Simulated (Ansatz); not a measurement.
We consider rock-salt GdN, described by RPBE in Ansatz (plane waves, PAW).

Settings: plane-wave cutoff 520 eV, 12×12×12 k mesh, Fermi–Dirac smearing 0.01 eV, spin-polarised with parallel moments, scalar-relativistic PAW data made under PBE.

Cell (relaxed at this level):

```
GdN
1.0
    0.00000     2.51180     2.51180
    2.51180     0.00000     2.51180
    2.51180     2.51180     0.00000
Gd N
1 1
Cartesian
  0.00000   0.00000   0.00000
  2.51180   2.51180   2.51180
```
Starting moments (μB, in the order of the record's atoms Gd N): 7.0 0.0.

Task: Estimate the bulk modulus, magnetic moment (largest site, within a sphere) and pressure derivative B′ of the bulk modulus that the calculation returns.

Result: 
* **bulk modulus**: 137 GPa
* **magnetic moment (largest site, within a sphere)**: 6.87 μB
* **pressure derivative B′ of the bulk modulus**: 4.0

The run finds no gap.

Measured, for comparison: bulk modulus 192 ± 35 GPa (temperature not stated, no zero-point or thermal correction; as tabulated in Doll (2008), arXiv:0801.3152). Computed (rounded) less measured: bulk modulus -29 %.

Note: the 4f shell is treated without U or exact exchange, so its levels and filling can be wrong.

Moments are spin moments.

Spin–orbit coupling is not included; it can open a gap where bands touch, and shift volumes and moduli.

The computed numbers hold no vibrational or temperature effects.

It cost around 70 core-seconds (rough) of CPU time.

Ansatz is an electronic-structure program.
